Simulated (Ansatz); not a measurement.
# Si₂H₄O: how energies converge with the basis set

One table from this session's results is given with a row withheld; the runs are named, their logs left out.

The runs use Ansatz 0.2.0, Gaussian basis; one geometry, several basis sets.

Levels to be run: PBE0-D4/def2-SVP; ωB97M-V/def2-SVP; PBE0-D4/def2-QZVPP; ωB97M-V/def2-QZVPP; the functionals' def2-TZVPP values are taken from earlier runs.

### The relaxed structure

All runs share one geometry, relaxed beforehand with PBE0-D4 in a triple-zeta def2 set.

SMILES `[SiH]O[SiH3]`, 7 atoms, charge 0, spin multiplicity 1.

Atoms are counted from 1 here; the program's logs count them from 0.

Bond lengths: Si1–O2 1.645 Å, Si1–H4 1.549 Å, O2–Si3 1.652 Å, Si3–H5 1.486 Å, Si3–H6 1.483 Å, Si3–H7 1.483 Å. Angles: O2–Si1–H4 97.6°, Si1–O2–Si3 142.3°, O2–Si3–H5 109.8°, O2–Si3–H6 108.5°, O2–Si3–H7 108.5°, H5–Si3–H6 110.1°, H5–Si3–H7 110.1°, H6–Si3–H7 109.7°.

The first run:

Input file in.yaml:

```yaml
crystal:
  periodic: [false, false, false]
  atoms:
    - {symbol: Si, position_ang: [-1.691945, -1.472929, -0.230215]}
    - {symbol: O, position_ang: [-0.369026, -0.805358, 0.485107]}
    - {symbol: Si, position_ang: [0.731626, 0.414773, 0.316423]}
    - {symbol: H, position_ang: [-1.779339, -0.509853, -1.440506]}
    - {symbol: H, position_ang: [0.446592, 1.182265, -0.923421]}
    - {symbol: H, position_ang: [0.635087, 1.303755, 1.499749]}
    - {symbol: H, position_ang: [2.088206, -0.180754, 0.247065]}
basis:
  gaussian: {orbitals: def2-SVP}
hamiltonian: {xc: pbe0, dispersion: d4}
output: {orbitals: {seedname: orbitals}}
```

Steps of the session up to this table: PBE0-D4 in def2-SVP; ωB97M-V in def2-SVP; PBE0-D4 in def2-QZVPP; ωB97M-V in def2-QZVPP.

One of the session's tables, all rows but one given; the rest of the session is left out.

It belongs to the step «Functionals by basis». 

```
functional       basis  HOMO (eV)  LUMO (eV)
   PBE0-D4    def2-SVP      -6.48      -2.12
   PBE0-D4  def2-TZVPP      -6.56      -2.23
   PBE0-D4  def2-QZVPP          ?          ?
   ωB97M-V    def2-SVP      -8.55       0.00
   ωB97M-V  def2-TZVPP      -8.67      -0.23
   ωB97M-V  def2-QZVPP      -8.70      -0.34
```

Estimate the missing values for PBE0-D4, def2-QZVPP.

**Answer.** HOMO (eV): -6.58; LUMO (eV): -2.27. In the column «HOMO (eV)» it lies between ωB97M-V, def2-SVP (-8.55) and PBE0-D4, def2-TZVPP (-6.56).
